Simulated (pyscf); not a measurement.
**SiH₄, singlet**

Gas-phase minimum from PySCF at ωB97X-D3(BJ)/def2-SVP, one conformer. 

SMILES: [SiH4]
```xyz
5

Si     0.7131    -0.3820     0.2354
H      1.2891     0.8191    -0.4335
H      0.7388    -0.1879     1.7132
H     -0.6943    -0.5752    -0.2160
H      1.5190    -1.5841    -0.1219
```
Charge 0, spin multiplicity 1.

Bond lengths (Å): Si1–H2 1.491, Si1–H3 1.491, Si1–H4 1.491, Si1–H5 1.491. Angles (°): H2–Si1–H3 109.5, H2–Si1–H4 109.5, H2–Si1–H5 109.5, H3–Si1–H4 109.5, H3–Si1–H5 109.5, H4–Si1–H5 109.5.

Properties at ωB97X-D3(BJ)/def2-SVP:

```yaml
harmonic_wavenumbers_unscaled: 929, 929, 929, 984, 984, 2266, 2269, 2269, 2269 cm⁻¹
zero_point_energy: 19.8 kcal/mol
rotational_symmetry_number: 12
Entropy of this conformer at 298 K and 1 atm, rigid rotor and harmonic oscillator, modes under 100 cm⁻¹ raised to 100: 204.6 J/(mol K)
dipole_moment: 0.00 D
```

Single-point totals, which compare only within one level (frozen core for MP2 and CC):

```json
[
 {"level": "ωB97X-D3(BJ)/def2-TZVP", "total energy (hartree)": "-291.91970"},
 {"level": "PBE/def2-TZVP", "total energy (hartree)": "-291.72116"},
 {"level": "r²SCAN/def2-TZVP", "total energy (hartree)": "-291.85313"},
 {"level": "B3LYP-D3(BJ)/def2-TZVP", "total energy (hartree)": "-291.91947"},
 {"level": "PBE0-D3(BJ)/def2-TZVP", "total energy (hartree)": "-291.75750"},
 {"level": "M06-2X/def2-TZVP", "total energy (hartree)": "-291.85310"},
 {"level": "ωB97M-D3(BJ)/def2-TZVP", "total energy (hartree)": "-291.92336"},
 {"level": "HF/def2-TZVPP", "total energy (hartree)": "-291.25815"},
 {"level": "MP2/def2-TZVPP", "total energy (hartree)": "-291.40164"},
 {"level": "CCSD/def2-TZVPP", "total energy (hartree)": "-291.43155"},
 {"level": "CCSD(T)/def2-TZVPP", "total energy (hartree)": "-291.43540"}
]
```

The CCSD(T) − MP2 part came from Ansatz, without density fitting, on the same reference.
